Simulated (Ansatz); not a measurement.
A CCSD(T) single point on C$_{6}$H$_{14}$, SMILES `CCC(C)(C)C`.

```yaml
crystal:
  periodic: [false, false, false]
  atoms:
    - {symbol: C, position_ang: [-0.711048, -1.415499, -1.462445]}
    - {symbol: C, position_ang: [0.088829, -0.153084, -1.187278]}
    - {symbol: C, position_ang: [0.159761, 0.305602, 0.277052]}
    - {symbol: C, position_ang: [0.818887, -0.762029, 1.146436]}
    - {symbol: C, position_ang: [-1.235348, 0.611931, 0.815522]}
    - {symbol: C, position_ang: [1.001736, 1.577626, 0.331569]}
    - {symbol: H, position_ang: [-1.757381, -1.307703, -1.167602]}
    - {symbol: H, position_ang: [-0.697500, -1.651342, -2.529027]}
    - {symbol: H, position_ang: [-0.302928, -2.280163, -0.934091]}
    - {symbol: H, position_ang: [1.114993, -0.294054, -1.547398]}
    - {symbol: H, position_ang: [-0.327483, 0.670534, -1.779650]}
    - {symbol: H, position_ang: [0.225924, -1.678742, 1.182687]}
    - {symbol: H, position_ang: [1.813317, -1.017667, 0.768631]}
    - {symbol: H, position_ang: [0.933781, -0.404777, 2.173655]}
    - {symbol: H, position_ang: [-1.863471, -0.281252, 0.846619]}
    - {symbol: H, position_ang: [-1.740526, 1.358758, 0.195831]}
    - {symbol: H, position_ang: [-1.176656, 1.007346, 1.833470]}
    - {symbol: H, position_ang: [0.556395, 2.369743, -0.277374]}
    - {symbol: H, position_ang: [1.085599, 1.949311, 1.356659]}
    - {symbol: H, position_ang: [2.013117, 1.395470, -0.043287]}
basis:
  gaussian: {orbitals: def2-SVP}
correlation: {method: ccsd_t}
```

```sh
$ ansatz run in.yaml --threads 2 --pin off --events-out ev --progress --plain --max-ram 31744MiB --backend cuda --devices 0, --max-vram 18GiB
```

Output of Ansatz, abridged:

```
Functional definition: HF
1599 factors; integrals over basis functions are off by at most 1.5e-3 eV
mean field evaluation 1: about -6395.7368 eV, gradient 3.8e1 eV
mean field evaluation 2: about -6395.7433 eV, gradient 3.8e1 eV
mean field evaluation 4: about -6400.0534 eV, gradient 4.2e0 eV
mean field evaluation 8: about -6400.1105 eV, gradient 7.2e-5 eV
mean field -6400.11045185 eV, -235.1997209550 hartree, gradient 1.6e-6 eV, S^2 0.000000; 0 other end points of the search recorded, 0 dependent functions left out
6 core orbitals not correlated: weight in the atoms' cores, before any rotation towards them, 1.000 or more for the frozen orbitals, at most 0.000 for the correlated occupied ones
reference -6400.11045185 eV, -235.1997209550 hartree; 19, 19 occupied and 129, 129 virtual orbitals, 1599 factors
second order -24.03331058 eV of doubles, -0.00000000 eV of singles
cycle   1  -25.57261043 eV  change    -1.5e0 eV  update   9.3e-2
cycle   2  -26.23579980 eV  change   -6.6e-1 eV  update   2.7e-2
cycle   3  -26.31415546 eV  change   -7.8e-2 eV  update   8.2e-3
cycle   4  -26.31776846 eV  change   -3.6e-3 eV  update   2.2e-3
cycle   5  -26.31892522 eV  change   -1.2e-3 eV  update   5.5e-4
cycle   6  -26.31904356 eV  change   -1.2e-4 eV  update   1.4e-4
cycle   7  -26.31907510 eV  change   -3.2e-5 eV  update   3.4e-5
perturbative correction -0.78962697 eV, -0.0290182558 hartree
Total energy: -6427.21915392 eV, -236.1959473810 hartree
```

It took 3.3 s on 2 threads of an AMD EPYC 7R13 on a shared host and a share of an NVIDIA H100 80 GB, with 0.89 GiB of host memory at the peak.

Correlation energy per correlated electron: -0.713 eV. T1 diagnostic: 0.0067.
